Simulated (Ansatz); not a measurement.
# UBCCD(T)/STO-3G run of CH3B (SMILES B[CH])

Aim: the energy change on altering one bond length of CH3B at UBCCD(T)/STO-3G, from 2 runs. 

Program for the calculation: Ansatz 0.2.0.

49 further runs of the same task are left out: 3 that didn't finish, 46 set aside as unsound or not needed.

### 1 The molecule

CH3B has 5 atoms, charge 0, and is taken as a triplet. As SMILES, `B[CH]`. The shape is that of a GFN2-xTB optimisation.

Bond lengths: B1–C2 1.463 Å, B1–H3 1.182 Å, B1–H4 1.174 Å, C2–H5 1.068 Å. Angles: B1–C2–H5 150.8°, C2–B1–H3 120.4°, C2–B1–H4 121.9°, H3–B1–H4 117.7°.

### 2 A single-point energy at UBCCD(T)/STO-3G

in.yaml reads:

```yaml
crystal:
  periodic: [false, false, false]
  atoms:
    - {symbol: B, position_ang: [-0.352450, -0.401400, -0.071360]}
    - {symbol: C, position_ang: [0.507540, 0.779550, -0.141970]}
    - {symbol: H, position_ang: [-0.308550, -1.118250, 0.866820]}
    - {symbol: H, position_ang: [-1.104620, -0.672740, -0.931370]}
    - {symbol: H, position_ang: [1.258080, 1.412850, 0.277880]}
basis:
  gaussian:
    orbitals: STO-3G
magnetization:
  spin_polarized: true
  initial_magnetization: 2
correlation:
  method: bccd_t
  frozen_orbitals: {B: 1, C: 1, H: 0}
accuracy: high
scf:
  omitted_lower_state_checks: [cluster_reference, increment]
```

Launch:

```
$ ansatz run in.yaml --threads 1 --pin off --max-ram 2610MiB --events-out events.jsonl --progress --plain --runs-dir runs
```

The log of the run, shortened:

```text
Warning: RAYON_NUM_THREADS=1 ignored (pool sized by the plan → 1); use --threads N
Functional definition: HF
  name "HF"
[...]
209 factors; integrals over basis functions are off by at most 6.1e-9 eV
[...]
mean field -1725.10611933 eV, -63.3964805665 hartree, gradient 1.9e-8 eV, S^2 2.019004; 0 other end points of the search recorded, 0 dependent functions left out
2 core orbitals not correlated: weight in the atoms' cores, before any rotation towards them, 1.000 or more for the frozen orbitals, at most 0.000 for the correlated occupied ones
reference -1725.10611933 eV, -63.3964805665 hartree; 6, 4 occupied and 5, 7 virtual orbitals, 209 factors
second order -1.50556994 eV of doubles, -0.00000000 eV of singles
cycle   1  -1.93354748 eV  change   -4.3e-1 eV  update   5.3e-2
[...]
cycle  21  -2.19079053 eV  change   5.9e-10 eV  update  2.5e-10
perturbative correction -0.02313491 eV, -0.0008501922 hartree
Total energy: -1727.32004477 eV, -63.4778408258 hartree
Checks for a lower state left out: cluster_reference, increment
```

Wall time 0.2 s (1 thread of Arm Neoverse V1, shared host).

### 3 The distorted shape

job.yaml reads:

```yaml
crystal:
  periodic: [false, false, false]
  atoms:
    - {symbol: B, position_ang: [-0.567474, -0.696673, -0.053705]}
    - {symbol: C, position_ang: [0.507540, 0.779550, -0.141970]}
    - {symbol: H, position_ang: [-0.523574, -1.413523, 0.884475]}
    - {symbol: H, position_ang: [-1.319644, -0.968013, -0.913715]}
    - {symbol: H, position_ang: [1.258080, 1.412850, 0.277880]}
basis:
  gaussian: {orbitals: STO-3G}
magnetization: {spin_polarized: true, initial_magnetization: 2}
correlation: {method: bccd_t, frozen_orbitals: {B: 1, C: 1, H: 0}}
accuracy: high
scf: {omitted_lower_state_checks: [cluster_reference, increment]}
```

Launch:

```
$ ansatz run job.yaml --threads 1 --pin off --max-ram 2610MiB --events-out events.jsonl --progress --plain --runs-dir runs
```

The log of the run, shortened:

```text
Warning: RAYON_NUM_THREADS=1 ignored (pool sized by the plan → 1); use --threads N
[... 2 set-up lines as earlier in the session ...]
[...]
206 factors; integrals over basis functions are off by at most 8.4e-9 eV
[...]
mean field -1723.87438820 eV, -63.3512152822 hartree, gradient 2.7e-8 eV, S^2 2.044218; 0 other end points of the search recorded, 0 dependent functions left out
2 core orbitals not correlated: weight in the atoms' cores, before any rotation towards them, 1.000 or more for the frozen orbitals, at most 0.000 for the correlated occupied ones
reference -1723.87438820 eV, -63.3512152822 hartree; 6, 4 occupied and 5, 7 virtual orbitals, 206 factors
second order -1.54612369 eV of doubles, -0.00000000 eV of singles
cycle   1  -2.01319678 eV  change   -4.7e-1 eV  update   6.2e-2
[...]
cycle  23  -2.33410650 eV  change   9.9e-11 eV  update  6.0e-10
perturbative correction -0.03748634 eV, -0.0013775976 hartree
Total energy: -1726.24598104 eV, -63.4383697116 hartree
Checks for a lower state left out: cluster_reference, increment
```

Run time: 0.2 s. Hardware: 1 thread of Arm Neoverse V1, shared host.

### 4 Outcome

Level: UBCCD(T)/STO-3G, 2 core orbitals frozen.

```
                                                         quantity         value
                                        first shape: total energy  -63.47784 Eh
         first shape: correlation energy (2 core orbitals frozen)     -81.4 mEh
                                      first shape: (T) correction     -0.85 mEh
                   first shape: ⟨S²⟩ of the reference determinant         2.019
                                    distorted shape: total energy  -63.43837 Eh
     distorted shape: correlation energy (2 core orbitals frozen)     -87.2 mEh
                                  distorted shape: (T) correction     -1.38 mEh
               distorted shape: ⟨S²⟩ of the reference determinant         2.044
energy change with the B1–C2 bond stretched from 1.463 to 1.828 Å      1.074 eV
```

With the B1–C2 bond stretched from 1.463 to 1.828 Å the energy rises by 1.07 eV (104 kJ/mol). The first shape isn't relaxed at this level, so the change isn't measured from a minimum. The minimal basis adds a large error of its own. The triples (first shape) make up 1.0 % of the correlation energy. The triples (distorted shape) make up 1.6 % of the correlation energy.
